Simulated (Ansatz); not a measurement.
Predict the output of the script below (Ansatz 0.2.0 through its Python package).

The script, `conformers_c5h10o.py`:
```python
from dataclasses import dataclass

import ansatz
from rdkit import Chem
from rdkit.Chem import AllChem


@dataclass
class Settings:
    basis_set: str = "cc-pVDZ"
    functional: str = "PBE0"


settings = Settings()

rd = Chem.AddHs(Chem.MolFromSmiles("CCCCC=O"))
ids = list(AllChem.EmbedMultipleConfs(rd, numConfs=20, randomSeed=399, pruneRmsThresh=0.4))
field = [energy for _, energy in AllChem.MMFFOptimizeMoleculeConfs(rd)]
distinct = {round(e, 2): i for i, e in zip(ids, field)}
chosen = sorted(distinct.items())[:4]
found = []
for force_field, index in chosen:
    mol = ansatz.Crystal.molecule()
    for atom, xyz in zip(rd.GetAtoms(), rd.GetConformer(index).GetPositions()):
        mol = mol.atom(atom.GetSymbol(), xyz.round(5).tolist())
    setup = mol.calculation().basis(gaussian=settings.basis_set).functional(settings.functional)
    found.append(setup.run(threads=1).report["free_energy_ev"])
print("conformer   MMFF (kcal/mol)   this level (kcal/mol)")
for (force_field, index), e in zip(chosen, found):
    print(f"{index:9d} {force_field - chosen[0][0]:17.2f} {23.060548 * (e - min(found)):17.3f}")
```

`python conformers_c5h10o.py` gives:
```text
conformer   MMFF (kcal/mol)   this level (kcal/mol)
       11              0.00             0.792
        5              0.18             0.918
        7              0.45             0.000
        9              0.77             1.265
```

Notes:
- The settings weren't tested for convergence.
- The conformers keep their force-field geometries.
- It ran for 37 s on 1 thread of Arm Neoverse N1 (shared host), peak memory 0.4 GiB.
